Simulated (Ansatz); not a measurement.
C₃H₄O₂, SMILES `C=CC(=O)O`. Total charge 0; spin multiplicity 1. The structure was optimised at the PBE0-D4/def2-TZVP level. It is one conformer, not always the lowest.

```xyz
9

C     0.110   -1.435    0.235
C     0.690   -0.243    0.264
C     0.023    1.010   -0.132
O     0.556    2.089   -0.103
O    -1.250    0.843   -0.533
H     0.647   -2.327    0.537
H    -0.917   -1.553   -0.092
H     1.716   -0.108    0.588
H    -1.576    1.724   -0.764
```

Q: What is the dipole moment at PBE/def2-TZVPP? (Best estimate.)

A: The calculation gave: 2.05 D, with components (-1.00, -1.78, -0.09) D in this frame, pointing from negative to positive charge.

Q: And with r2SCAN, B3LYP, ωB97M-V? (Best estimate.)

A: Computed: r2SCAN 2.16 D, B3LYP 2.17 D, ωB97M-V 2.17 D.

Q: Give the Mulliken charges with PBE, r2SCAN, ωB97M-V in def2-TZVPP. (Estimate.)

A: Ansatz gave: 
```tsv
atom	PBE	r2SCAN	ωB97M-V
C1	-0.15	-0.11	-0.16
C2	-0.16	-0.17	-0.17
C3	0.26	0.40	0.35
O4	-0.27	-0.34	-0.33
O5	-0.22	-0.29	-0.26
H6	0.11	0.09	0.12
H7	0.11	0.10	0.12
H8	0.12	0.10	0.13
H9	0.20	0.22	0.20
```

B3LYP here is the variant with VWN-RPA as its local correlation; programs differ in this.
